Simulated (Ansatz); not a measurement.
Basis or method: atomization of HSi–NH₂

HSi–NH2, singlet; coordinates (Å): Si 0.000 -0.081 0.625; N 0.000 0.049 -1.077; H 0.000 1.434 0.851; H 0.000 0.905 -1.610; H 0.000 -0.766 -1.671. Quantity: atomization.

Ansatz 0.2.0, basis cc-pVDZ or cc-pVTZ; geometries are PBE0/def2-TZVP minima. Wave-function levels freeze the cores; HF, MP2 and coupled cluster are restricted for singlets and unrestricted otherwise, atoms included (their steps beyond CCSDT(Q) come from restricted open-shell runs), Kohn–Sham unrestricted where that lies lower. The reference is CCSDT(Q) or CCSDTQ (coupled cluster only where its series has nearly closed). Semilocal and hybrid functionals correlate all electrons outside any core potential and usually lie nearer their basis limit than the reference, so part of their error here is the reference's basis and frozen-core error; RPA and the MP2 part of double hybrids freeze the same cores as the reference. None of these values is a measured one. Energies are electronic, without zero-point terms. No spin–orbit coupling and no scalar relativity. The species are chosen: bound, without strong static correlation by their natural occupations or amplitudes, in their lowest spin state as far as vertical gaps and like structures tell, and with a ladder that closes on the reference, so errors are smaller than for species at large; levels whose determinant breaks symmetry or spin markedly are left out.

```json
{"level": "reference", "cc-pVDZ (kJ/mol)": "1359.8 (CCSDTQ)", "cc-pVTZ (kJ/mol)": "1478.9 (CCSDT(Q))"}
{"level": "MP2", "cc-pVDZ (kJ/mol)": "1354.5", "cc-pVTZ (kJ/mol)": "1476.1"}
{"level": "CCSD(T)", "cc-pVDZ (kJ/mol)": "1357.7", "cc-pVTZ (kJ/mol)": "1478.1"}
{"level": "CCSDT", "cc-pVDZ (kJ/mol)": "1358.3", "cc-pVTZ (kJ/mol)": "1477.1"}
{"level": "PBE", "cc-pVDZ (kJ/mol)": "1501.3", "cc-pVTZ (kJ/mol)": "1543.7"}
{"level": "B3LYP", "cc-pVDZ (kJ/mol)": "1485.2", "cc-pVTZ (kJ/mol)": "1533.4"}
{"level": "wB97M-V", "cc-pVDZ (kJ/mol)": "1515.9", "cc-pVTZ (kJ/mol)": "1546.8"}
{"level": "B2PLYP", "cc-pVDZ (kJ/mol)": "1444.5", "cc-pVTZ (kJ/mol)": "1515.9"}
```

From cc-pVDZ to cc-pVTZ the reference moves by 119.1 kJ/mol and PBE by 42.4; the step from CCSD(T) to the reference is 2.1 in the first and 0.8 in the last.
